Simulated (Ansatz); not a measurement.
**Changing the shape of O3 (charge +1), doublet**

Computed with Ansatz's Gaussian-basis code (development build); BCCD, OMP3 by scripts on PySCF. Basis cc-pVTZ, 3 core orbitals frozen, nonrelativistic. Single-reference values can break down or jump between states where bonds are stretched.

Case A:

```xyz
3

O     0.0241    1.0879   -0.2205
O     0.0248   -0.0168    0.4582
O     0.0196   -1.1139   -0.2489
```

Case B:

```xyz
3

O     0.0000    0.0000    0.0000
O     0.0000    1.1693    0.5206
O     0.0000   -1.0962    0.4881
```

Case C:

```xyz
3

O    -0.0056    1.1069   -0.2208
O     0.0001    0.0052    0.4485
O    -0.0053   -1.1027   -0.2370
```

Energy less that of case A, in eV:

```tsv
case	RCCSD	RCCSD(T)	UBCCD(T)	UOMP3
B	+0.101	-0.257	-0.263	+0.064
C	-0.028	-0.017	-0.026	-0.013
```

Problem. What does UCCSD(T) give for these differences?

Solution. B: -0.458 eV (-10.6 kcal/mol); C: -0.041 eV (-0.9 kcal/mol).

Problem. Which case is lowest, and do the methods agree?

Solution. B is lowest in UCCSD(T). RCCSD puts C lowest.
